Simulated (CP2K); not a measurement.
# quartet CH5Si at 4 levels

Wanted: a comparison of 4 runs (UB3LYP/6-31G*, AM1, PM3, GFN1-xTB) of quartet CH5Si. 

The calculation is run with CP2K 2026.2.

2 further runs of the same task are left out: 2 set aside as unsound or not needed. Runs told in other sessions of the task aren't counted.

### Step 1. The system as given

The species is CH5Si (7 atoms), meant as a quartet with charge 0. As SMILES of the parent species, `C[SiH2]`. Geometry: relaxed at PBE0-D4/def2-TZVP. That shape belongs to the parent species and isn't relaxed for this state.

Bond lengths: C1–Si2 1.875 Å, C1–H3 1.094 Å, C1–H4 1.092 Å, C1–H5 1.092 Å, Si2–H6 1.491 Å, Si2–H7 1.490 Å. Angles: C1–Si2–H6 111.8°, C1–Si2–H7 111.8°, Si2–C1–H3 110.5°, Si2–C1–H4 110.8°, Si2–C1–H5 110.8°, H6–Si2–H7 109.5°, H3–C1–H4 108.1°, H3–C1–H5 108.2°, H4–C1–H5 108.3°.

### Step 2. The energy at UB3LYP/6-31G(d) (spherical functions) (run 1)

File molecule.inp:

```
&FORCE_EVAL
  METHOD Quickstep
  &DFT
    BASIS_SET_FILE_NAME ./6_31gs.basis
    POTENTIAL_FILE_NAME POTENTIAL
    MULTIPLICITY 4
    LSD T
    &QS
      METHOD GAPW
      EPS_DEFAULT 1.0E-10
    &END QS
    &MGRID
      CUTOFF 280
      REL_CUTOFF 50
      NGRIDS 4
    &END MGRID
    ! isolated system
    &POISSON
      PERIODIC NONE
      POISSON_SOLVER MULTIPOLE
    &END POISSON
    &SCF
      SCF_GUESS ATOMIC
      EPS_SCF 1.0E-06
      MAX_SCF 40
      &OT
        MINIMIZER DIIS
        PRECONDITIONER FULL_ALL
      &END OT
      &OUTER_SCF
        EPS_SCF 1.0E-06
        MAX_SCF 5
      &END OUTER_SCF
    &END SCF
    ! functional
    &XC
      &XC_FUNCTIONAL
        &HYB_GGA_XC_B3LYP
        &END HYB_GGA_XC_B3LYP
      &END XC_FUNCTIONAL
      &HF
        FRACTION 0.2
        &SCREENING
          EPS_SCHWARZ 1.0E-10
        &END SCREENING
        &MEMORY
          MAX_MEMORY 1050
        &END MEMORY
      &END HF
    &END XC
    &PRINT
      &MOMENTS
        PERIODIC F
        REFERENCE COM
        MAX_MOMENT 1
      &END MOMENTS
      &MO_CUBES
        NLUMO 1
        NHOMO -1
        WRITE_CUBE F
      &END MO_CUBES
      &LOWDIN ON
      &END LOWDIN
      &HIRSHFELD OFF
      &END HIRSHFELD
      &MO_MOLDEN ON
        NDIGITS 8
        NLUMO 1
      &END MO_MOLDEN
    &END PRINT
  &END DFT
  &SUBSYS
    ! vacuum box
    &CELL
      ABC 9.5 10.2 8.6
      PERIODIC NONE
    &END CELL
    &COORD
      C      4.425650     4.065250     4.583750
      Si     4.724450     5.903250     4.802550
      H      4.343450     3.813550     3.521950
      H      5.247450     3.485150     5.008050
      H      3.501150     3.760750     5.078050
      H      3.596750     6.714850     4.262850
      H      5.998850     6.336450     4.162550
    &END COORD
    &KIND C
      BASIS_SET 6-31Gs
      POTENTIAL ALL
      LEBEDEV_GRID 194
      RADIAL_GRID 100
    &END KIND
    &KIND Si
      BASIS_SET 6-31Gs
      POTENTIAL ALL
      LEBEDEV_GRID 194
      RADIAL_GRID 100
    &END KIND
    &KIND H
      BASIS_SET 6-31Gs
      POTENTIAL ALL
      LEBEDEV_GRID 194
      RADIAL_GRID 100
    &END KIND
  &END SUBSYS
&END FORCE_EVAL

&GLOBAL
  PROJECT molecule
  RUN_TYPE ENERGY
  PRINT_LEVEL MEDIUM
&END GLOBAL
```

The run is started by

```console
$ OMP_NUM_THREADS=1 cp2k.psmp -i molecule.inp > molecule.out 2>&1
```

Output:

```text
CP2K| version string:                                       CP2K version 2026.2
[...]
 GLOBAL| Method name                                                        CP2K
[...]
 GLOBAL| Run type                                                         ENERGY
[...]
 DFT| Spin unrestricted (spin-polarized) Kohn-Sham calculation               UKS
 DFT| Multiplicity                                                             4
[...]
 DFT| Charge                                                                   0
[...]
 FUNCTIONAL| HYB_GGA_XC_B3LYP:
[...]
 QS| Method:                                                                GAPW
[...]
 QS| Density cutoff [a.u.]:                                                140.0
[...]
 QS| Relative density cutoff [a.u.]:                                        25.0
[...]
                             - Atoms:                                          7
[...]
                             - Spherical basis functions:                     42
[...]
 Number of electrons:                                                         14
[...]
     1 OT DIIS     0.15E+00    2.7     0.71425909      -292.3487541856 -2.92E+02
[...]
    21 OT DIIS     0.15E+00    1.6     0.00000055      -330.2520017437 -5.22E-10
  *** SCF run converged in    21 steps ***
[...]
  Overlap energy of the core charge distribution:               0.00000252671985
  Self energy of the core charge distribution:               -161.82552365812572
  Core Hamiltonian energy:                                   -166.57112373483318
  Hartree energy:                                              49.05115637026231
  Exchange-correlation energy:                                 -7.58986629195365
  Hartree-Fock Exchange energy:                                -5.44054754213017
[...]
                     Mulliken Population Analysis
 #  Atom  Element  Kind  Atomic population (alpha,beta) Net charge  Spin moment
       1     C        1         3.442650     2.929807    -0.372457     0.512842
       2     Si       2         8.271297     6.084267    -0.355563     2.187030
       3     H        3         0.415999     0.371725     0.212275     0.044274
       4     H        3         0.409343     0.372636     0.218021     0.036706
       5     H        3         0.410126     0.372986     0.216889     0.037140
       6     H        3         0.525262     0.434890     0.039848     0.090372
       7     H        3         0.525325     0.433689     0.040987     0.091636
 # Total charge and spin       14.000000    11.000000    -0.000000     3.000000
[...]
  Dipole moment [Debye]
    X= -0.4915441E+00 Y= -0.2906304E+01 Z= -0.9896083E+00  Total=      3.1092676
[...]
 HOMO - LUMO gap [eV] :    1.742528
 ENERGY| Total FORCE_EVAL ( QS ) energy [hartree]           -330.252001743684161
[...]
```

Run time: 1.7 min. Hardware: 1 thread of Intel Xeon 6975P-C (Granite Rapids), shared host; peak memory 0.65 GiB.

### Step 3. The energy at AM1 (run 2)

File calc.inp:

```
&GLOBAL
  PROJECT_NAME calc
  RUN_TYPE ENERGY
  PRINT_LEVEL MEDIUM
&END GLOBAL
&FORCE_EVAL
  METHOD Quickstep
  &DFT
    CHARGE 0
    MULTIPLICITY 4
    UKS T
    # Quickstep
    &QS
      METHOD AM1
      EPS_DEFAULT 1.0E-10
      &SE
        &COULOMB
          CUTOFF [angstrom] 50
          RC_RANGE [angstrom] 0
        &END COULOMB
        &EXCHANGE
          CUTOFF [angstrom] 50
          RC_RANGE [angstrom] 0
        &END EXCHANGE
      &END SE
    &END QS
    # isolated system
    &POISSON
      PERIODIC NONE
      POISSON_SOLVER ANALYTIC
    &END POISSON
    # self-consistent field
    &SCF
      SCF_GUESS ATOMIC
      EPS_SCF 1.0E-06
      MAX_SCF 50
      &OT ON
        MINIMIZER DIIS
        PRECONDITIONER FULL_ALL
      &END OT
      &OUTER_SCF
        EPS_SCF 1.0E-06
        MAX_SCF 5
      &END OUTER_SCF
    &END SCF
    &PRINT
      &MOMENTS
        PERIODIC F
        REFERENCE COM
        MAX_MOMENT 1
      &END MOMENTS
      &MO_CUBES
        NLUMO 3
        NHOMO -1
        WRITE_CUBE F
      &END MO_CUBES
      &HIRSHFELD OFF
      &END HIRSHFELD
    &END PRINT
  &END DFT
  # atoms, cell and kinds
  &SUBSYS
    # vacuum box
    &CELL
      ABC [angstrom] 10.5 11.2 9.6
      PERIODIC NONE
    &END CELL
    &COORD
      C      4.925650     4.565250     5.083750
      Si     5.224450     6.403250     5.302550
      H      4.843450     4.313550     4.021950
      H      5.747450     3.985150     5.508050
      H      4.001150     4.260750     5.578050
      H      4.096750     7.214850     4.762850
      H      6.498850     6.836450     4.662550
    &END COORD
  &END SUBSYS
&END FORCE_EVAL
```

The run is started by

```console
$ OMP_NUM_THREADS=1 cp2k.psmp -i calc.inp -o calc.out
```

Output:

```text
CP2K| version string:                                       CP2K version 2026.2
[...]
 GLOBAL| Method name                                                        CP2K
[...]
 GLOBAL| Run type                                                         ENERGY
[...]
                             - Atoms:                                          7
[...]
                             - Spherical basis functions:                     13
[...]
 Number of electrons:                                                          8
[...]
     1 OT DIIS     0.15E+00    0.0     0.22878463        -7.9230411896 -7.92E+00
[...]
    47 OT DIIS     0.15E+00    0.0     0.00000092       -10.1171958733 -1.13E-10
  *** SCF run converged in    47 steps ***
  Core-core repulsion energy [eV]:                            437.63950609544412
  Core Hamiltonian energy [eV]:                              -402.23033033751551
  Two-electron integral energy [eV]:                         -621.42415243717562
  Electronic energy [eV]:                                    -712.94240655610326
  Total energy [eV]:                                         -275.30290046065920
  Atomic reference energy [eV]:                               280.20717897280986
  Heat of formation [kcal/mol]:                               113.09535817092913
[...]
 SE_DIPOLE| Moment [Debye]          0.28877117       1.88993859      -0.21480970
 SE_DIPOLE| Derivative [a.u.]       0.00000000       0.00000000       0.00000000
 *** WARNING in qs_scf_post_se.F:140 :: Printing of MO cube files not ***
 *** implemented for Semi-Empirical method.                           ***
 ENERGY| Total FORCE_EVAL ( QS ) energy [hartree]            -10.117195873311966
[...]
```

It took 1.2 s on 1 thread of Intel Xeon 6975P-C (Granite Rapids), shared host; peak memory 0.21 GiB.

Run 3 isn't shown in full; the table further down has it.

### Step 4. A single-point energy at GFN1-xTB (run 4)

File qs.inp:

```
&FORCE_EVAL
  METHOD QUICKSTEP
  &DFT
    CHARGE 0
    MULTIPLICITY 4
    UKS T
    &QS
      METHOD XTB
      EPS_DEFAULT 1.0E-10
      &XTB
        GFN_TYPE 1
        CHECK_ATOMIC_CHARGES F
      &END XTB
    &END QS
    &POISSON
      PERIODIC NONE
      POISSON_SOLVER ANALYTIC
    &END POISSON
    &SCF
      SCF_GUESS ATOMIC
      EPS_SCF 1.0E-07
      MAX_SCF 40
      &OT ON
        MINIMIZER DIIS
        PRECONDITIONER FULL_SINGLE_INVERSE
      &END OT
      &OUTER_SCF
        EPS_SCF 1.0E-07
        MAX_SCF 8
      &END OUTER_SCF
    &END SCF
    &PRINT
      &MOMENTS
        PERIODIC F
        REFERENCE COM
        MAX_MOMENT 1
      &END MOMENTS
      &MO_CUBES
        NLUMO 1
        NHOMO -1
        WRITE_CUBE F
      &END MO_CUBES
      &HIRSHFELD OFF
      &END HIRSHFELD
    &END PRINT
  &END DFT
  &SUBSYS
    &CELL
      ABC [angstrom] 12.5 13.2 11.6
      PERIODIC NONE
    &END CELL
    &COORD
      C     -0.122600    -0.803200     0.095200
      Si     0.176200     1.034800     0.314000
      H     -0.204800    -1.054900    -0.966600
      H      0.699200    -1.383300     0.519500
      H     -1.047100    -1.107700     0.589500
      H     -0.951500     1.846400    -0.225700
      H      1.450600     1.468000    -0.326000
    &END COORD
    &TOPOLOGY
      &CENTER_COORDINATES
      &END CENTER_COORDINATES
    &END TOPOLOGY
  &END SUBSYS
&END FORCE_EVAL

&GLOBAL
  PROJECT_NAME qs
  RUN_TYPE ENERGY
  PRINT_LEVEL MEDIUM
&END GLOBAL
```

The run is started by

```console
$ OMP_NUM_THREADS=1 cp2k.psmp qs.inp > qs.out
```

Output:

```text
CP2K| version string:                                       CP2K version 2026.2
[...]
 GLOBAL| Method name                                                        CP2K
[...]
 GLOBAL| Run type                                                         ENERGY
[...]
                             - Atoms:                                          7
[...]
                             - Spherical basis functions:                     23
[...]
 Number of electrons:                                                          8
[...]
     1 OT DIIS     0.80E-01    0.0     0.01553586        -6.2984127974 -6.30E+00
[...]
    22 OT DIIS     0.80E-01    0.0     0.00000007        -6.3028030110 -8.25E-13
  *** SCF run converged in    22 steps ***
[...]
 TB_DIPOLE| Moment [Debye]         -0.06734713      -0.44677941       0.08221968
 TB_DIPOLE| Derivative [a.u.]       0.00000000       0.00000000       0.00000000
[...]
 ENERGY| Total FORCE_EVAL ( QS ) energy [hartree]             -6.302803010976424
[...]
```

Run time: 1 s. Hardware: 1 thread of Intel Xeon 6975P-C (Granite Rapids), shared host; peak memory 0.21 GiB.

### Step 5. The series

```csv
run,level,scheme,iteration cap,energy (Eh),dipole moment (D),HOMO energy (eV),wall time
1,UB3LYP/6-31G* (spherical functions),GAPW,40,-330.252002,3.11,-1.12,1.7 min
2,AM1,–,50,-10.117196,1.92,–,1.2 s
3,PM3,–,150,-9.620313,1.60,-5.84,0.82 s
4,GFN1-xTB,–,40,-6.302803,0.46,-5.05,1 s
```

### Step 6. What came out

```
                                        quantity         value
                             run 4: total energy   -6.30280 Eh
run 4: dipole moment (from atomic charges alone)        0.46 D
       run 4: HOMO energy (highest over α and β)      -5.05 eV
                        run 4: dispersion energy  -3.94 kJ/mol
```

What this shows: The dipole moment (its size) runs from 0.46 D (GFN1-xTB) to 3.11 D (UB3LYP/6-31G*). The two ends differ in method and basis and Hamiltonian. Some of these are taken from atomic charges alone. Force-field and semi-empirical energies have zeros of their own, so their totals don't compare. All runs together took 1.8 min, the longest 1.7 min.
